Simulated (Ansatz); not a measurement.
**AlBH3 (doublet): from Hartree-Fock to the top rungs at a displaced geometry (v2), cc-pVDZ**

Aim: climb from Hartree-Fock through coupled cluster for AlBH3 (doublet) at one geometry and basis, and see what each rung misses.

Method: cc-pVDZ, core rule «outside noble gas», up to 6 orbitals frozen; program: Ansatz 0.2.0, Gaussian basis.

Plan: UHF; CCSD(T) on ROHF; CCSD(T) on UHF; BCCD(T) on ROHF; CISD; CCSDT(Q) on ROHF; CCSDT(Q) on UHF.

28 further runs of the same task are left out: 6 for a known fault of the program, 7 that didn't finish, 15 set aside as unsound or not needed.

**1. What is computed**

The geometry is a PBE0/def2-TZVP stationary point (not a proven minimum) with its atoms shifted at random (size 0.100 Å).

5 atoms, charge 0, spin multiplicity 2.

Atoms are counted from 1 here; the program's logs count them from 0.

Bond lengths: B1–Al2 1.990 Å, B1–H3 1.181 Å, B1–H4 1.277 Å, Al2–H5 1.684 Å. Angles: Al2–B1–H3 119.1°, Al2–B1–H4 118.5°, H3–B1–H4 121.5°, B1–Al2–H5 172.3°.

Geometry (Å):

```
atom     x (Å)     y (Å)     z (Å)
  B1   0.11397  -0.00055   1.37179
 Al2  -0.05091   0.00782  -0.61124
  H3   0.02571   1.01937   1.96061
  H4   0.10882  -1.12385   1.97883
  H5   0.00576  -0.09900  -2.29068
```

**2. UHF**

File in.yaml:

```yaml
crystal:
  periodic: [false, false, false]
  atoms:
    - {symbol: B, position_ang: [0.113968, -0.000552, 1.371787]}
    - {symbol: Al, position_ang: [-0.050906, 0.007822, -0.611242]}
    - {symbol: H, position_ang: [0.025714, 1.019373, 1.960614]}
    - {symbol: H, position_ang: [0.108823, -1.123846, 1.978828]}
    - {symbol: H, position_ang: [0.005764, -0.099004, -2.290677]}
basis:
  gaussian: {orbitals: cc-pVDZ}
magnetization: {spin_polarized: true, initial_magnetization: 1}
hamiltonian: {xc: hf}
output: {orbitals: {seedname: orbitals}}
```

On the command line:

```bash
$ ansatz run in.yaml --threads 1 --pin off --events-out ev --progress --plain --max-ram 2393MiB
```

The runs that follow: CCSD(T) on ROHF; CCSD(T) on UHF; BCCD(T) on ROHF; CISD; CCSDT(Q) on ROHF; CCSDT(Q) on UHF.

Q: Predict the results of all the runs planned. Wanted: UCCSDT(Q) below the RHF energy; RMP2 from UCCSDT(Q); UMP2 from UCCSDT(Q); RCCSD from UCCSDT(Q); RCCSD(T) from UCCSDT(Q); UCCSD(T) from UCCSDT(Q); RCCSDT(Q) from UCCSDT(Q); T1 diagnostic.

The runs gave:

| quantity | value |
| --- | --- |
| UCCSDT(Q) below the RHF energy | -5.0479 eV |
| RMP2 from UCCSDT(Q) | +1117.4 meV |
| UMP2 from UCCSDT(Q) | +1137.5 meV |
| RCCSD from UCCSDT(Q) | +186.7 meV |
| RCCSD(T) from UCCSDT(Q) | +42.5 meV |
| UCCSD(T) from UCCSDT(Q) | +43.1 meV |
| RCCSDT(Q) from UCCSDT(Q) | +0.3 meV |
| levels within 1 kcal/mol (43 meV) | RCCSD(T), UCCSD(T), BCCD(T), RCCSDT, UCCSDT, RCCSDT(Q) |
| T1 diagnostic | 0.022 |

In words: RCCSD(T) misses by +42.5 meV, 0.8 % of the correlation energy. These misses are within one basis, not against nature; the frozen cores of restricted and unrestricted runs differ, which can shift their rows.
